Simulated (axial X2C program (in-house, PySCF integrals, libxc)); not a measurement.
**NBN⁺: bond lengths and stretches, held linear**

How do method and spin–orbit coupling move the bonds and stretches of NBN⁺, held linear?

Program: an in-house X2C program for linear molecules on PySCF integrals. Level of theory: all-electron X2C, two-component (2c) or spin-free, N dyall-av3z, B dyall-v3z. These are calculated values, not measurements.

All values are calculated.

2 further runs of the same task are left out: 2 set aside as unsound or not needed.

## Step 1: Input

task.json

```json
{"zs": [7, 5, 7], "q": 1, "bas": ["dyall-av3z", "dyall-v3z", "dyall-av3z"], "r0": [1.38, 1.38], "symm": 1, "scan": ["PBE0", "HF", "PBE"], "levels": ["PBE0", "HF", "r2SCAN"], "nst": 2}
```

Keys: zs atomic numbers; q charge; bas basis sets; r0 starting distance in Å; symm equal bonds; scan levels of the two-bond scan (MP2 follows by itself at each HF point); levels methods; nst determinants followed.

Run with:

```
$ python solin.py task.json out
```

Masses N 14.003, B 11.009, N 14.003 u.

## Step 2: Scan at PBE0, 2c

State: Ω = 2 (beyond evenly filled blocks: 2 × ω = -1/2, 2 × ω = 3/2). Energies above the lowest point, from the job's result record:

```tsv
r(N–B) (Å)	r(B–N) (Å)	E (meV)
1.4098	1.4098	43.54
1.4098	1.4460	20.72
1.4098	1.4821	40.70
1.4460	1.4098	20.72
1.4460	1.4460	0.00
1.4460	1.4821	21.96
1.4460	1.5183	78.20
1.4821	1.4098	40.70
1.4821	1.4460	21.96
1.4821	1.4821	45.75
1.5183	1.4460	78.20
1.5183	1.5183	163.27
```

A quadratic surface with cubic terms in each bond gives the minimum at 1.444 and 1.444 Å, force constants 5.27, 5.27 and coupling 0.23 mdyn/Å.

## Step 3: Scan at HF, 2c

State: Ω = 2 (beyond evenly filled blocks: 2 × ω = -1/2, 2 × ω = 3/2). Energies above the lowest point, from the job's result record:

```tsv
r(N–B) (Å)	r(B–N) (Å)	E (meV)
1.4098	1.4098	2.76
1.4098	1.4460	0.00
1.4098	1.4821	38.57
1.4460	1.4098	0.00
1.4460	1.4460	0.04
1.4460	1.4821	41.18
1.4460	1.5183	114.84
1.4821	1.4098	38.57
1.4821	1.4460	41.18
1.4821	1.4821	84.71
1.5183	1.4460	114.84
1.5183	1.5183	238.42
```

A quadratic surface with cubic terms in each bond gives the minimum at 1.428 and 1.428 Å, force constants 5.55, 5.55 and coupling 0.29 mdyn/Å.

## Step 4: Scan at PBE, 2c

State: Ω = 2 (beyond evenly filled blocks: 2 × ω = -1/2, 2 × ω = 3/2). Energies above the lowest point, from the job's result record:

```tsv
r(N–B) (Å)	r(B–N) (Å)	E (meV)
1.4098	1.4098	83.73
1.4098	1.4460	41.03
1.4098	1.4821	41.74
1.4460	1.4098	41.03
1.4460	1.4460	0.00
1.4460	1.4821	2.24
1.4460	1.5183	39.42
1.4821	1.4098	41.74
1.4821	1.4460	2.24
1.4821	1.4821	5.90
1.5183	1.4460	39.42
1.5183	1.5183	84.09
```

A quadratic surface with cubic terms in each bond gives the minimum at 1.461 and 1.461 Å, force constants 4.86, 4.86 and coupling 0.17 mdyn/Å.

## Step 5: Comparison

| level | r(N–B) (Å) | r(B–N) (Å) | lower stretch (cm⁻¹) | upper stretch (cm⁻¹) |
| --- | --- | --- | --- | --- |
| PBE0, 2c | 1.444 | 1.444 | 815.9 | 1471.7 |
| HF, 2c | 1.428 | 1.428 | 841.4 | 1502.8 |
| PBE, 2c | 1.461 | 1.461 | 781.2 | 1418.9 |
| MP2, 2c | 1.443 | 1.443 | 828.0 | 1488.4 |
| PBE0, spin-free | 1.444 | 1.444 | 816.0 | 1471.7 |
| HF, spin-free | 1.428 | 1.428 | 841.4 | 1502.8 |
| PBE, spin-free | 1.461 | 1.461 | 781.3 | 1419.0 |
| MP2, spin-free | 1.443 | 1.443 | 828.0 | 1488.4 |

Scans not shown above were run alike.

In words: Over the levels the N–B bond spans 1.428 to 1.461 Å and the B–N bond 1.428 to 1.461 Å. At PBE0 spin–orbit coupling leaves both bonds unchanged to 0.001 Å. Each state is one determinant, the lowest of a limited PBE0 search; the stretches come from a fit to few points and are good to some per cent at best. MP2 freezes inner shells (threshold -2 hartree). The molecule was held linear; bending was not examined, so a bent shape may lie lower. Open-shell Ω = 0 determinants with evenly filled partner blocks cannot be reached by this program, so the Ω shown need not be the lowest component. Note: several unpaired electrons, one determinant need not be a pure state.
